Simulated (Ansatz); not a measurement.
# C3H6N2S: the cost of one run

Method: RKS PBE-D4/6-31G, in Ansatz 0.2.0.

## (1) Starting point

Bond lengths: C1–N2 1.469 Å, N2–C3 1.373 Å, C3–N4 1.178 Å, N4–C5 1.486 Å, C3–S6 1.700 Å, C5–S6 1.790 Å, C1–H7 1.061 Å, C1–H8 1.053 Å, C1–H9 1.169 Å, N2–H10 1.023 Å, C5–H11 1.059 Å, C5–H12 1.098 Å. Angles (14 of 20 angles, heavy atoms first): C1–N2–C3 122.9°, N2–C3–N4 135.7°, N2–C3–S6 122.9°, N4–C3–S6 101.4°, C3–N4–C5 100.2°, N4–C5–S6 86.3°, C3–S6–C5 72.0°, C1–N2–H10 114.0°, C3–N2–H10 116.3°, N2–C1–H7 110.8°, N2–C1–H8 108.9°, N2–C1–H9 106.9°, N4–C5–H11 113.3°, N4–C5–H12 112.8°.

Structure file:

```xyz
12

C     0.8997   -1.0096    1.5921
N     1.0799   -0.1086    0.4465
C     0.0555    0.2352   -0.4007
N    -1.0271   -0.1725   -0.6233
C    -1.4411    0.7571   -1.7068
S     0.1628    1.5260   -1.5016
H     1.8319   -1.2279    2.0496
H     0.3923   -1.8744    1.2704
H     0.2373   -0.4410    2.3700
H     1.8137    0.5912    0.5786
H    -1.6461    0.2677   -2.6236
H    -2.2817    1.4018   -1.4172
```

## (2) Relaxing end A

The input, input.yaml:

```yaml
crystal:
  periodic: [false, false, false]
  atoms:
    - { symbol: C, position_ang: [0.8997, -1.0096, 1.5921] }
    - { symbol: "N", position_ang: [1.0799, -0.1086, 0.4465] }
    - { symbol: C, position_ang: [0.0555, 0.2352, -0.4007] }
    - { symbol: "N", position_ang: [-1.0271, -0.1725, -0.6233] }
    - { symbol: C, position_ang: [-1.4411, 0.7571, -1.7068] }
    - { symbol: S, position_ang: [0.1628, 1.526, -1.5016] }
    - { symbol: H, position_ang: [1.8319, -1.2279, 2.0496] }
    - { symbol: H, position_ang: [0.3923, -1.8744, 1.2704] }
    - { symbol: H, position_ang: [0.2373, -0.441, 2.37] }
    - { symbol: H, position_ang: [1.8137, 0.5912, 0.5786] }
    - { symbol: H, position_ang: [-1.6461, 0.2677, -2.6236] }
    - { symbol: H, position_ang: [-2.2817, 1.4018, -1.4172] }
basis:
  gaussian: { orbitals: "6-31G" }
hamiltonian:
  xc: pbe
  dispersion: d4
relax:
  f_tol: 0.015
  max_steps: 40
```

On the command line:

```
$ ansatz run input.yaml --threads 1 --pin off --max-ram 2048MiB --backend cpu --events-out ev --progress --plain --runs-dir out
```

Q: Estimate wall time and peak memory on 1 thread of Intel Xeon 6975P-C (Granite Rapids), shared host.

About 55 s, with a peak of 0.17 GiB.
